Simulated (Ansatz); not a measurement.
# BH2+ (singlet): from Hartree-Fock to the top rungs at distance B1–H2 = 2.208 Å, cc-pVQZ

How much of the correlation energy of BH2+ (singlet) does each wave-function method recover here?

Method: cc-pVQZ, core rule «outside noble gas», up to 1 orbitals frozen; program: Ansatz 0.2.0, Gaussian basis.

Plan: UHF; CCSD(T) on RHF; CCSD(T) on UHF; BCCD(T) on RHF; CCSDT(Q) on RHF; CCSDT(Q) on UHF; CASSCF and MRCISD+Q, 4 electrons in 6 orbitals; CASSCF and NEVPT2, 4 electrons in 6 orbitals; Full CI.

## (1) What is computed

The geometry derives from a PBE0/def2-TZVP stationary point (not a proven minimum). One bond is set to the value named and the two fragments are kept rigid.

3 atoms, charge 1, spin multiplicity 1.

Atoms are counted from 1 here; the program's logs count them from 0.

Bond lengths: B1–H3 1.179 Å.

## (2) UHF

File in.yaml:

```yaml
crystal:
  periodic: [false, false, false]
  atoms:
    - {symbol: B, position_ang: [0.000000, 0.000000, 0.342940]}
    - {symbol: H, position_ang: [0.000000, 0.000000, -1.865060]}
    - {symbol: H, position_ang: [0.000000, 0.000000, 1.522121]}
basis:
  gaussian: {orbitals: cc-pVQZ}
total_charge: 1
magnetization: {spin_polarized: true, initial_magnetization: 0}
hamiltonian: {xc: hf}
output: {orbitals: {seedname: orbitals}}
```

Started as:

```console
ansatz run in.yaml --threads 1 --pin off --events-out ev --progress --plain --max-ram 4096MiB --backend cpu
```

Further steps of the session: CCSD(T) on RHF; CCSD(T) on UHF; BCCD(T) on RHF; CCSDT(Q) on RHF; CCSDT(Q) on UHF; CASSCF and MRCISD+Q, 4 electrons in 6 orbitals; CASSCF and NEVPT2, 4 electrons in 6 orbitals; Full CI.

Q: Predict the results of all the runs planned. Wanted: FCI below the RHF energy; RMP2 from FCI; UMP2 from FCI; RCCSD from FCI; RCCSD(T) from FCI; UCCSD(T) from FCI; RCCSDT(Q) from FCI; UCCSDT(Q) from FCI; NEVPT2 valence from FCI.

As calculated:

| quantity | value |
| --- | --- |
| FCI below the RHF energy | -3.1319 eV |
| RMP2 from FCI | +19.19 kcal/mol |
| UMP2 from FCI | +25.50 kcal/mol |
| RCCSD from FCI | +2.09 kcal/mol |
| RCCSD(T) from FCI | +0.49 kcal/mol |
| UCCSD(T) from FCI | +0.87 kcal/mol |
| RCCSDT(Q) from FCI | +0.02 kcal/mol |
| UCCSDT(Q) from FCI | +0.03 kcal/mol |
| NEVPT2 valence from FCI | +7.00 kcal/mol |
| MRCISD+Q valence from FCI | +1.40 kcal/mol |
| levels within 1 kcal/mol (43 meV) | RCCSD(T), UCCSD(T), BCCD(T), RCCSDT, UCCSDT, RCCSDT(Q), UCCSDT(Q) |
| T1 diagnostic | 0.029 |
| effectively unpaired electrons | 0.24 |

In words: RCCSD(T) misses by +0.49 kcal/mol, 0.7 % of the correlation energy. The occupations show some static correlation. Of the multireference levels listed MRCISD+Q valence comes nearest in total energy (+1.40 kcal/mol), which doesn't show that its space is the better one. These misses are within one basis, not against nature.
